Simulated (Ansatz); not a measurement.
The input, for Ansatz 0.2.0:

```yaml
crystal:
  periodic: [false, false, false]
  atoms:
    - {symbol: Br, position_ang: [0.000000, 0.000000, -1.762667]}
    - {symbol: H, position_ang: [0.000000, 0.000000, 0.361333]}
    - {symbol: N, position_ang: [0.000000, 0.000000, 1.401333]}
basis:
  gaussian: {orbitals: cc-pVTZ}
magnetization: {spin_polarized: false, initial_magnetization: 3}
correlation: {method: fic_mrcisd_q, electrons: outside_noble_gas, active_space: {window: {electrons: 5, orbitals: 5}}}
```

```sh
$ ansatz run in.yaml --threads 2 --pin off --events-out ev --progress --plain --max-ram 16896MiB --backend cuda --devices 0, --max-vram 18GiB
```

Output:

```
538 factors; integrals over basis functions are off by at most 1.0e-3 eV
mean field evaluation 1: about -71493.7066 eV, gradient 1.1e1 eV
mean field evaluation 2: about -71493.7090 eV, gradient 1.1e1 eV
mean field evaluation 4: about -71495.0919 eV, gradient 3.3e0 eV
mean field evaluation 8: about -71495.2449 eV, gradient 5.9e-1 eV
mean field evaluation 16: about -71495.1417 eV, gradient 1.6e-1 eV
mean field evaluation 32: about -71495.1481 eV, gradient 6.9e-1 eV
mean field evaluation 64: about -71495.1417 eV, gradient 1.6e-1 eV
mean field evaluation 96: about -71495.1418 eV, gradient 2.7e-6 eV
mean field -71495.24794605 eV, -2627.4019007978 hartree, gradient 7.6e-6 eV, S^2 3.750000; 8 other end points of the search recorded, 0 dependent functions left out
reference -71495.24794605 eV, -2627.4019007978 hartree; 23, 20 occupied and 64, 67 virtual orbitals, 538 factors
state -71495.91491612 eV, -2627.4264114958 hartree
contracted CI cycle   1: correlation 0.00000000 eV, 0.0000000000 hartree, residual 2.81e1 eV
contracted CI cycle   2: correlation -7.50466688 eV, -0.2757914210 hartree, residual 3.80e0 eV
contracted CI cycle   3: correlation -7.65942514 eV, -0.2814786823 hartree, residual 8.17e-1 eV
contracted CI cycle   4: correlation -7.66680116 eV, -0.2817497458 hartree, residual 2.29e-1 eV
contracted CI cycle   5: correlation -7.66746156 eV, -0.2817740152 hartree, residual 7.96e-2 eV
contracted CI cycle   6: correlation -7.66754464 eV, -0.2817770682 hartree, residual 3.41e-2 eV
contracted CI cycle   7: correlation -7.66756041 eV, -0.2817776479 hartree, residual 1.27e-2 eV
contracted CI cycle   8: correlation -7.66756279 eV, -0.2817777353 hartree, residual 5.02e-3 eV
contracted CI cycle   9: correlation -7.66756321 eV, -0.2817777506 hartree, residual 2.40e-3 eV
contracted CI cycle  10: correlation -7.66756330 eV, -0.2817777539 hartree, residual 1.09e-3 eV
state -71495.91491612 eV, -2627.4264114958 hartree; corrected -71504.33690359 eV, -2627.7359138267 hartree
Total energy: -71504.33690359 eV, -2627.7359138267 hartree
```

Natural occupations: 1.9714 1.0003 1.0000 1.0000 0.0282.

Ran on 2 threads of AMD EPYC 7R13 with a shared H100 80 GB, shared host: 2.5 s wall, 0.78 GiB peak host memory.
